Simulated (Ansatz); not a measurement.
# C2H5Al: up Jacob's ladder to CCSD(T)

One table from this session's results is given with a row withheld; the runs are named, their logs left out.

The runs use Ansatz 0.2.0, Gaussian basis; functionals in def2-TZVPP, the program's frozen cores in correlated methods.

Levels to be run: LDA (SPW92), PBE-D4, revPBE-D4, BLYP-D4, r2SCAN-D4, B97M-V, PBE0-D4, B3LYP-D4, r2SCANh-D4, r2SCAN0-D4, HSE06-D4, BHLYP-D4, CAM-B3LYP-D4, LC-ωPBE, ωB97X-V, ωB97M-V, B2PLYP, PBE-QIDH; CCSD(T)/def2-SVP; CCSD(T)/def2-TZVPP; MP2/def2-QZVPP; extrapolation to the limit; RPA on PBE.

## The relaxed structure

The geometry comes from an earlier relaxation with PBE0-D4 in a triple-zeta def2 set; it is a stationary point, not always the lowest conformer.

8 atoms, charge 0, spin multiplicity 1.

Atoms are counted from 1 here; the program's logs count them from 0.

Bond lengths: C1–C2 1.585 Å, C1–Al3 1.905 Å, C1–H4 1.089 Å, C1–H5 1.089 Å, C2–Al3 1.905 Å, C2–H6 1.089 Å, C2–H7 1.089 Å, Al3–H8 1.574 Å. Angles: C2–C1–Al3 65.4°, C2–C1–H4 114.8°, C2–C1–H5 114.7°, Al3–C1–H4 122.1°, Al3–C1–H5 122.0°, H4–C1–H5 110.0°, C1–C2–Al3 65.4°, C1–C2–H6 114.7°, C1–C2–H7 114.7°, Al3–C2–H6 122.1°, Al3–C2–H7 122.1°, H6–C2–H7 110.0°, C1–Al3–C2 49.1°, C1–Al3–H8 155.4°, C2–Al3–H8 155.4°.

The first run:

The input, in.yaml:

```yaml
crystal:
  periodic: [false, false, false]
  atoms:
    - {symbol: C, position_ang: [-0.720477, 0.214947, -0.471521]}
    - {symbol: C, position_ang: [0.762368, 0.479068, 0.020700]}
    - {symbol: Al, position_ang: [-0.018256, -1.127499, 0.683874]}
    - {symbol: H, position_ang: [-0.823882, 0.058983, -1.544175]}
    - {symbol: H, position_ang: [-1.450912, 0.946724, -0.130058]}
    - {symbol: H, position_ang: [0.884912, 1.363170, 0.644356]}
    - {symbol: H, position_ang: [1.512230, 0.474108, -0.768801]}
    - {symbol: H, position_ang: [-0.053984, -2.466603, 1.509824]}
basis:
  gaussian: {orbitals: def2-TZVPP}
hamiltonian: {xc: lda}
output: {orbitals: {seedname: orbitals}}
```

Command:

```console
ansatz run in.yaml --threads 2 --pin off --events-out ev --progress --plain --max-ram 4352MiB
```

Among the steps run: LDA; PBE-D4 (GGA); revPBE-D4 (GGA); BLYP-D4 (GGA); r2SCAN-D4 (meta-GGA); B97M-V (meta-GGA); PBE0-D4 (hybrid); B3LYP-D4 (hybrid); r2SCANh-D4 (hybrid); r2SCAN0-D4 (hybrid); HSE06-D4 (hybrid); BHLYP-D4 (hybrid); CAM-B3LYP-D4 (range-separated); LC-ωPBE (range-separated); ωB97X-V (range-separated); ωB97M-V (range-separated); B2PLYP (double hybrid); PBE-QIDH (double hybrid).

One table of the session follows, with a row left open; its other results are not shown here.

It belongs to the step «Orbital energies across the functionals». 

```
  functional  HOMO (eV)  gap (eV)
 LDA (SPW92)      -4.87      2.61
      PBE-D4      -4.75      2.72
   revPBE-D4      -4.70      2.78
     BLYP-D4      -4.62      2.68
   r2SCAN-D4      -4.92      3.24
      B97M-V      -4.96      3.07
     PBE0-D4      -5.83      4.57
    B3LYP-D4      -5.64      4.16
  r2SCANh-D4      -5.33      3.90
  r2SCAN0-D4      -5.94      4.88
    HSE06-D4      -5.43      3.81
    BHLYP-D4          ?         ?
CAM-B3LYP-D4      -7.14      6.79
     LC-ωPBE      -8.47      9.22
     ωB97X-V      -8.12      8.75
     ωB97M-V      -7.98      8.30
```

Q: Estimate the row for BHLYP-D4 from the others.

Worked estimate for «HOMO (eV)». Against the share of exact exchange, BLYP-D4 (0, -4.62), B3LYP-D4 (0.2, -5.64) give a slope of -5.10 per unit share; at 0.5 the line stands at -7.17.

As computed: HOMO (eV): -6.82; gap (eV): 6.31. In «HOMO (eV)» the line misses by -0.35.
